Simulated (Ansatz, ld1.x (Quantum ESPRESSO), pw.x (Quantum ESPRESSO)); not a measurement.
# From atom to crystal: TM potential for technetium (Tc)

* Element: Tc
* Generator: ld1.x (Quantum ESPRESSO) 7.5
* Type: norm-conserving Troullier–Martins (Kleinman–Bylander form)
* Functional: PBEsol
* Relativity: scalar-relativistic
* Frozen core: [Kr]
* Valence charge: 7
* Reference configuration: 4d5 5s1.5 5p0 (charge +0.5)
* Partial waves: 5p (bound, empty): rc 3.65 bohr; 4d (bound): rc 1.60 bohr; 4f channel at -0.2 Ry: rc 4.00 bohr; 5s (bound): rc 2.85 bohr
* Local potential: the s channel
* Core correction: a·sin(br)/r model core inside 1.15 bohr

Atomic tests: cutoffs needed: 50 Ry and 60 Ry (the cutoffs (Ry, on a coarse ladder) from which the occupation-weighted sum of valence levels, in a spherical-Bessel basis at the reference potential, stays within 10 and 1 mRy of its value at 400 Ry); ghost test: no extra level below or beside the all-electron valence levels (p, d, f, s tested) (spherical-Bessel basis up to 400 Ry, 20 bohr box); largest excitation error: -252 meV (all-electron minus pseudo) for 4d4 5s0 5p0, out of 7 test configurations.

Crystal test: sc Tc in pw.x 7.5, no spin, 13³ k-points, Fermi–Dirac smearing 0.01 Ry, cutoffs 75/300 Ry. The reference is all-electron LAPW (Ansatz 0.2.0) with the same functional, mesh and smearing; V0 and B0 come from Birch–Murnaghan fits to the pressures at five volumes. Errors are pseudo minus all-electron; Δ is the rms difference of the E(V) curves that follow from these fits, minima aligned, over ±6 % about the mean V0. Mesh and smearing are coarse, so the numbers serve the comparison and aren't converged zero-temperature values; the lattice is a test structure that the element need not adopt.

All-electron: a0 = 2.505 Å (V0 = 15.71 Å³/atom), B0 = 243.8 GPa.

Task: How far does the potential miss the all-electron equation of state?

Result: mean pressure error (GPa): +1.24; a0 (Å): 2.510; a0 error (%): +0.20; B0 error (%): -8.8; Δ (meV/atom): 4.7. The largest radius (4.00 bohr) exceeds half the bond length (2.37 bohr), so the spheres overlap, which is one possible source of error among others.

```json
{"V (Å³/atom)": "14.940", "P all-electron (GPa)": "13.77", "P pseudo (GPa)": "14.05"}
{"V (Å³/atom)": "15.333", "P all-electron (GPa)": "6.31", "P pseudo (GPa)": "7.22"}
{"V (Å³/atom)": "15.726", "P all-electron (GPa)": "-0.20", "P pseudo (GPa)": "1.18"}
{"V (Å³/atom)": "16.119", "P all-electron (GPa)": "-5.88", "P pseudo (GPa)": "-4.17"}
{"V (Å³/atom)": "16.512", "P all-electron (GPa)": "-10.83", "P pseudo (GPa)": "-8.88"}
```

Task: At the middle volume, how do free energy and pressure move when the wave cutoff is lowered (ecutrho kept at four times it)?

Result:

```json
{"cutoff (Ry)": "34", "shift of F (meV/atom)": "+1555.0", "shift of P (GPa)": "-65.50"}
{"cutoff (Ry)": "45", "shift of F (meV/atom)": "+180.1", "shift of P (GPa)": "-11.84"}
{"cutoff (Ry)": "60", "shift of F (meV/atom)": "+2.0", "shift of P (GPa)": "-0.28"}
```

The run at the middle volume (84 k-points, 7 iterations) took about 11 s on one core of a shared host (Neoverse-V1, 32 threads, 247 GiB, load 23).
